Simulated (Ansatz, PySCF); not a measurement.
Molecule: HCl (charge 0, singlet). 
Geometry from a B3LYP-D3(BJ)/def2-TZVP (Ansatz, a first-principles code) optimisation:
```
Cl
H 1 1.2820
```

Dipole moments at this geometry, in debye (magnitudes).

| level | program | dipole (D) |
|---|---|---|
| HF/def2-TZVPD | PySCF | 1.19 |
| SVWN5/def2-TZVPD | Ansatz | 1.12 |
| PBE0/def2-TZVPD | Ansatz | 1.12 |
| r2SCAN0/def2-TZVPD | Ansatz | 1.15 |
| M06-2X/def2-TZVPD | PySCF | 1.12 |
| HSE06/def2-TZVPD | Ansatz | 1.12 |
| wB97M-V/def2-TZVPD | Ansatz | 1.11 |
| wB97X-V/def2-TZVPD | Ansatz | 1.14 |
| CCSD(T)/aug-cc-pV(D+d)Z | Ansatz | 1.11 |

Measured: 1.08 D (NIST CCCBDB, as tabulated in the package chemicals), a vibrational average. This is an older compilation, not checked against later work.
